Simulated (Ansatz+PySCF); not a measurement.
Values are calculated unless marked as measured or tabulated.
**Several solutions for singlet CO**

```xyz
2

C     0.0000    0.0000   -1.0958
O     0.0000    0.0000    0.8219
```

Basis set: STO-3G (spherical functions). Charge 0, multiplicity 1.

PBE0 (unrestricted) was run from several starts with Ansatz (development build ahead of 0.2.0) and PySCF 2.14.0.

```
run  program                        start  converged  energy (hartree)  <S²>
  A   Ansatz      atomic start, no search        yes        -111.32493  0.00
  B    PySCF             program defaults        yes        -111.32493  0.00
  C   Ansatz  search for the lowest state        yes        -111.37658  1.29
  D   Ansatz      stability test followed        yes        -111.37658  1.29
```

Task: Which runs reached the lowest solution of this kind, and what is wrong with the others?

Result: C, D reached the lowest solution found. Converged but too high: A by 1.41 eV, B by 1.41 eV. Convergence only shows a stationary point, and even a stable one can lie too high; stability tests and further starts are what find lower ones. Caution: the unrestricted determinant is a mixture of spin states.
